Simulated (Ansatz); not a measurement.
Task: harmonic frequencies at the relaxed geometry of C₃H₅FO, SMILES FCC1CO1, with the Ansatz DFT code, driven from Python. Give the script and its output. Use (for the species named): Hartree-Fock, def2-SVP basis, multiplicity 1.

```yaml
atoms:
  - { symbol: F, position_ang: [-1.9993, -0.2951, 0.2903] }
  - { symbol: C, position_ang: [-0.9863, 0.5699, 0.4773] }
  - { symbol: C, position_ang: [0.0379, 0.2161, -0.5189] }
  - { symbol: C, position_ang: [1.1829, -0.8187, -0.1985] }
  - { symbol: O, position_ang: [1.4058, 0.5679, -0.1416] }
  - { symbol: H, position_ang: [-0.6521, 0.4673, 1.5127] }
  - { symbol: H, position_ang: [-1.2922, 1.6050, 0.3353] }
  - { symbol: H, position_ang: [-0.1948, 0.3836, -1.5375] }
  - { symbol: H, position_ang: [1.5395, -1.3713, -0.9761] }
  - { symbol: H, position_ang: [1.0417, -1.3759, 0.7601] }
```

`freq_c3h5fo.py`
```python
"""Harmonic frequencies of C3H5FO at its relaxed geometry."""

import ansatz
from ase import Atoms
from ase.thermochemistry import IdealGasThermo
import numpy as np

atoms = Atoms(["F", "C", "C", "C", "O", "H", "H", "H", "H", "H"], positions=[
    (-1.9993, -0.2951, 0.2903),
    (-0.9863, 0.5699, 0.4773),
    (0.0379, 0.2161, -0.5189),
    (1.1829, -0.8187, -0.1985),
    (1.4058, 0.5679, -0.1416),
    (-0.6521, 0.4673, 1.5127),
    (-1.2922, 1.605, 0.3353),
    (-0.1948, 0.3836, -1.5375),
    (1.5395, -1.3713, -0.9761),
    (1.0417, -1.3759, 0.7601),
])
geometry = ansatz.Crystal.molecule_from_ase(atoms)

calc = (
    geometry.calculation()
    .basis(gaussian="def2-SVP")
    .functional("hf")
    .accuracy("medium")
)
symbols = [site.symbol for site in geometry.cartesian_sites]
start = np.array([site.position_ang for site in geometry.cartesian_sites], dtype=float)
r = calc.relax(force_tolerance=0.003).run(threads=1, pin="off").report
end = np.array(r["positions_ang"])

print("final positions (A) and the move of each atom")
for symbol, xyz, old in zip(symbols, end, start):
    print(f"{symbol:2s} {xyz[0]:10.5f} {xyz[1]:10.5f} {xyz[2]:10.5f}   {np.linalg.norm(xyz - old):7.4f}")

# same settings at the minimum
minimum = ansatz.Crystal.molecule()
for symbol, place in zip(symbols, end):
    minimum = minimum.atom(symbol, place.tolist())
vibrating = (
    minimum.calculation()
    .basis(gaussian="def2-SVP")
    .functional("hf")
    .accuracy("medium")
    .phonons(temperatures=(100, 500, 100))
)
vib = vibrating.run(threads=1, pin="off").report["vibrations"]
sums = vib["harmonic_sums"]
modes = [m["omega_inv_cm"] for m in sums["modes_at_gamma"] if m["rigid_motion"] == "no"]
print("frequencies (1/cm):", " ".join(f"{w:.0f}" for w in modes))
print("imaginary modes:", sum(w < 0 for w in modes), " zero-point energy:", round(sums["zero_point_energy_ev"], 4), "eV")
# rigid rotor and ideal gas, symmetry number taken as one
gas = IdealGasThermo(vib_energies=[w / 8065.544 for w in modes if w > 0], geometry="linear" if len(modes) == 3 * len(symbols) - 5 else "nonlinear",
                     atoms=Atoms(symbols, positions=end), symmetrynumber=1, spin=0.0)
print(f"H(298 K) - E = {gas.get_enthalpy(298.15, verbose=False):.4f} eV")
print(f"S(298 K, 1 bar) = {96485.33 * gas.get_entropy(298.15, 1e5, verbose=False):.1f} J/(mol K) with symmetry number 1")

# all hydrogen replaced by deuterium
heavier = vibrating.phonons(masses={"H": 2.014102}).run(threads=1, pin="off").report["vibrations"]["harmonic_sums"]
print("deuterated (1/cm):", " ".join(f"{m['omega_inv_cm']:.0f}" for m in heavier["modes_at_gamma"] if m["rigid_motion"] == "no"))
print("zero-point energy falls by", round(sums["zero_point_energy_ev"] - heavier["zero_point_energy_ev"], 4), "eV")
```

```console
$ python freq_c3h5fo.py
final positions (A) and the move of each atom
F    -2.10690   -0.18394    0.25108    0.1596
C    -0.98608    0.55083    0.48387    0.0202
C     0.07697    0.16891   -0.50558    0.0627
C     1.10949   -0.80135   -0.18770    0.0762
O     1.36400    0.57016   -0.16727    0.0491
H    -0.64327    0.36806    1.50107    0.1003
H    -1.23853    1.60599    0.38135    0.0707
H    -0.19675    0.31715   -1.54673    0.0671
H     1.59229   -1.35358   -0.98638    0.0566
H     1.11188   -1.29343    0.77940    0.1100
frequencies (1/cm): 99 281 415 523 919 987 1021 1110 1195 1222 1268 1289 1302 1363 1389 1518 1599 1638 1684 3233 3267 3291 3305 3369
imaginary modes: 0  zero-point energy: 2.3115 eV
H(298 K) - E = 2.4667 eV
S(298 K, 1 bar) = 298.2 J/(mol K) with symmetry number 1
deuterated (1/cm): 90 260 349 498 722 791 836 969 982 1004 1021 1045 1074 1110 1161 1190 1252 1341 1584 2354 2375 2440 2455 2517
zero-point energy falls by 0.4877 eV
```

Reading the output:
- These settings explore the input space; basis and method may be short of convergence.
- The frequencies are harmonic and unscaled, in a modest basis. The result belongs to the one conformer reached from this start, and soft torsions count as harmonic oscillators.
- The entropy takes a symmetry number of 1; a symmetric molecule's is lower by R ln(sigma).
- Run time: 120 s on 1 thread of Intel(R) Xeon(R) 6975P-C (Granite Rapids), with other jobs on the host, peak memory 0.31 GiB.

(Lines on the test bed's own set-up are left out of the output.)
